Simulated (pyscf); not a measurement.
Thermochemistry of product channels of HN=SiH₂ (SMILES N=[SiH2]) + F• (SMILES [F]) on the doublet surface, in kJ/mol, from ωB97M-D3(BJ)/def2-TZVP energies (ideal gas, 1 atm, RRHO with modes under 100 cm⁻¹ raised to 100, one conformer, R ln 2 for rigid chiral ones). Single points on ωB97X-D3(BJ)/def2-SVP structures (PySCF, gas phase).

| products | ΔE | ΔH(298 K) | ΔG(298 K) | ΔG(600 K) |
|---|---|---|---|---|
| [N=SiH–F]• (SMILES [N]=[SiH]F) + H₂ (SMILES [H][H]) | -204.9 | -218.2 | -219.8 | -222.3 |
| H₂N–SiH•–F (SMILES N[SiH]F) | … | -519.4 | -488.8 | -457.6 |
| [N=SiH₂]• (SMILES [N]=[SiH2]) + HF (SMILES F) | … | -101.1 | -107.1 | -113.2 |
| NH (SMILES [NH]) [triplet] + F–SiH₂• (SMILES F[SiH2]) | -52.5 | -62.8 | -73.1 | -83.4 |
| [HN=Si–F]• (SMILES N=[Si]F) + H₂ (SMILES [H][H]) | … | -342.2 | -344.2 | -347.3 |

Q: What belongs in the gaps?

A: 
- H₂N–SiH•–F (SMILES N[SiH]F), ΔE: -533.4
- [N=SiH₂]• (SMILES [N]=[SiH2]) + HF (SMILES F), ΔE: -95.7
- [HN=Si–F]• (SMILES N=[Si]F) + H₂ (SMILES [H][H]), ΔE: -334.7

These are energies of the channels, which say nothing of barriers. HN=SiH₂ lies 76.0 kJ/mol over its isomer H₂N–SiH: [singlet], and others may lie lower still (electronic energy, ωB97M-D3(BJ)). [N=SiH₂]• lies 120.4 kJ/mol over its isomer [HN=SiH]•, and others may lie lower still (electronic energy, ωB97M-D3(BJ)). Left out: orbital degeneracy and the spin-orbit lowering of F.
